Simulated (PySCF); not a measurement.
An element was calculated at PBE (PySCF 2.14, non-relativistic, a triple-zeta basis, no spin-orbit coupling), in the ground configurations that NIST lists.

```
electron affinity          : 2.166 eV
first ionisation energy    : 10.431 eV
second ionisation energy   : 23.315 eV
third ionisation energy    : 34.833 eV
polarisability of the atom : 20.6 bohr³
```

Problem. Which element is it?

Solution. Sulfur (S, Z = 16), in dyall-acv3z. NIST lists 10.360, 23.338, 34.86 ± 0.04 eV for these ionisation energies.
